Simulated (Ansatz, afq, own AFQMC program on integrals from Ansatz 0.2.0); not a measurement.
AFQMC on a folder of integrals that Ansatz 0.2.0 wrote.

```yaml
crystal:
  periodic: [false, false, false]
  atoms:
    - {symbol: Si, position_ang: [0.000000, 0.064094, 1.005387]}
    - {symbol: Si, position_ang: [0.000000, -0.004642, -1.094839]}
    - {symbol: H, position_ang: [0.000000, -0.381837, 2.430212]}
    - {symbol: H, position_ang: [0.000000, -1.274751, 0.062301]}
basis:
  gaussian: {orbitals: cc-pVDZ}
magnetization: {spin_polarized: true, initial_magnetization: 0}
correlation: {method: ccsd_t, electrons: outside_noble_gas, hamiltonian_folder: ham}
```

```sh
$ ansatz run in.yaml --threads 1 --pin off --events-out ev --progress --plain --max-ram 1382MiB
```

afq runs on the folder ham with

```
--method phaseless --trial cisd --walkers 70 --populations 1 --least-time 40 --time-step 0.005 --steps-per-block 50 --equilibration-blocks 28 --max-blocks 300 --target-error 0.00038 --factor-cut 1e-05 --start spin_pure --seed 8070 --release-times 0.24,0.51,0.99,1.62,2.4 --release-step 0.03 --release-every 4 --taylor-order 6
```

Times are imaginary, in 1/Eh. The walk had a cap of 536 s.

Log:

```
orbitals 36  electrons 5 5  factors 274 of 455
reference energy -578.90590263 Eh
CCSD correlation -0.22328681 Eh in 11 cycles, weight of the determinant in the CISD state 0.8382
energy of the start -579.129189 Eh
 block  time / (1/Eh)  mean weight  energy / Eh
     1     0.250  1.0012  -579.125453
     2     0.500  0.9992  -579.125412
     3     0.750  1.0012  -579.127674
     4     1.000  1.0003  -579.131126
     5     1.250  1.0003  -579.131798
    10     2.500  1.0010  -579.136514
    31     7.750  0.9991  -579.143672
    46    11.500  0.9990  -579.150873
    56    14.000  1.0004  -579.142169
    81    20.250  1.0001  -579.137061
   106    26.500  1.0006  -579.144181
   126    31.500  1.0000  -579.133197
   131    32.750  0.9999  -579.142317
   156    39.000  0.9999  -579.139427
   181    45.250  1.0012  -579.147583
   206    51.500  1.0004  -579.133590
blocks merged  error / Eh  count
     1  0.000323  180
     2  0.000392  90
     4  0.000461  45
     8  0.000509  22
    16  0.000574  11
released: time / (1/Eh)  energy / Eh  error  mean overlap
  0.24  -579.141437  0.000559  1.0093
  0.51  -579.142570  0.000648  1.0009
  0.99  -579.142184  0.000618  1.0062
  1.62  -579.142318  0.000586  1.0085
  2.40  -579.142804  0.000805  1.0062
energy -579.141494 +/- 0.000509 Eh
(rows thinned)
```

The run passed its tests (sampling time, drift between the halves within three errors, error under three times the target), which doesn't prove that it has relaxed, ending at its cap on processor time.

Against this walk (error 13.9 meV) on the same determinant: CCSD(T) 20.5 meV higher (within the noise), CCSDT(Q) 41.6 meV lower. The error is statistical and leaves out the bias of the constraint. Released to 2.40 1/Eh the energy moves by -36 ± 26 meV (both errors), within twice the noise. CCSDT(Q) is the surest value here, so the walk's 42 meV above it is most likely the bias of the constraint with this trial, which can have either sign.

Cautions: constraint bias not in the error; error above the target (13.9 against 10.3 meV); higher spins were not checked; an unrestricted solution with more broken spin lies lower (56 meV, ⟨S²⟩ 0.34), while this determinant keeps restricted orbitals.

The walk took 8.9 min on 1 thread of Intel(R) Xeon(R) Platinum 8259CL CPU @ 2.50GHz (Skylake/Cascade Lake) (shared host). The log's last line is the phaseless energy.

CCSDT and higher add their correlation energy to the determinant of the CCSD(T) run, since their own runs factorise the integrals more tightly (a shift of under 2 meV). A walk keeps the symmetry of its determinant, which the program's search chose and which needn't be the lowest solution, so a lower state of the same spin and another symmetry isn't excluded.
